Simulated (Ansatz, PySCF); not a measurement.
This PySCF input computes a PBE0/def2-TZVPD energy:

```python
from pyscf import gto, scf, dft

mol = gto.M(
    atom='''
    O     0.05230881   -0.67057054    0.10712734
    C    -0.06030901    0.67760296   -0.04419087
    C     1.37272476   -1.17986554    0.01616680
    C    -1.44671800    1.19660655   -0.00721166
    H     0.71276390    1.16106688   -0.63684807
    H     1.30577715   -2.26075463    0.11899958
    H     1.81883767   -0.93384930   -0.95344006
    H     2.00154543   -0.77313859    0.81351599
    H    -2.04587074    0.85259076   -0.86374707
    H    -1.96391863    0.86558883    0.89724905
    H    -1.44179168    2.28699647   -0.02133387
    ''',
    basis='def2-tzvpd',
    charge=0,
    spin=1,
    verbose=4,
)

mf = dft.UKS(mol, xc='pbe0').density_fit(auxbasis='def2-universal-jkfit')
mf.grids.level = 3
mf.conv_tol = 1e-9
mf.max_cycle = 100
mf.max_memory = 1500
mf.kernel()
if not mf.converged:
    mf = mf.newton()
    mf.kernel(mf.make_rdm1())
for _ in range(2):
    mo, _, stable, _ = mf.stability(return_status=True)
    if stable:
        break
    mf.kernel(mf.make_rdm1(mo, mf.mo_occ))
mf.analyze()
```

Q: Write an input for the same energy in Ansatz (a program for electronic structure) and say what it gives.

A: 
Ansatz 0.2 input:
```yaml
crystal:
  periodic: [false, false, false]
  atoms:
    - {symbol: O, position_ang: [0.05230881, -0.67057054, 0.10712734]}
    - {symbol: C, position_ang: [-0.06030901, 0.67760296, -0.04419087]}
    - {symbol: C, position_ang: [1.37272476, -1.17986554, 0.01616680]}
    - {symbol: C, position_ang: [-1.44671800, 1.19660655, -0.00721166]}
    - {symbol: H, position_ang: [0.71276390, 1.16106688, -0.63684807]}
    - {symbol: H, position_ang: [1.30577715, -2.26075463, 0.11899958]}
    - {symbol: H, position_ang: [1.81883767, -0.93384930, -0.95344006]}
    - {symbol: H, position_ang: [2.00154543, -0.77313859, 0.81351599]}
    - {symbol: H, position_ang: [-2.04587074, 0.85259076, -0.86374707]}
    - {symbol: H, position_ang: [-1.96391863, 0.86558883, 0.89724905]}
    - {symbol: H, position_ang: [-1.44179168, 2.28699647, -0.02133387]}
basis:
  gaussian:
    orbitals: def2-TZVPD
hamiltonian:
  xc: {name: PBE0}
magnetization: {spin_polarized: true, initial_magnetization: 1}
output: {forces: true}
```
It gives -193.53225 Eh, and PySCF -193.53233 Eh, a difference of 0.08 mEh, from the treatment of integrals and grids.

It need not be the lowest isomer of its formula.
